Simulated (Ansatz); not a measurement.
**1T (CdI2-type) TiTe₂**

Calculation: HSE06-D3(BJ) in Ansatz (plane waves, PAW).

Cell: relaxed with PBE-D3(BJ): a = b = 3.6988 Å, c = 6.3780 Å, α = β = 90.00°, γ = 120.00°.

```yaml
interlayer_binding_energy: 54.2 meV/Å²
```

Note: exact exchange on metals is sensitive to the k mesh and can open a false gap.

Spin–orbit coupling is not included.

Computed values are for the static lattice.

It cost around 30 core-minutes (rough) of CPU time.

Ansatz is a first-principles code.
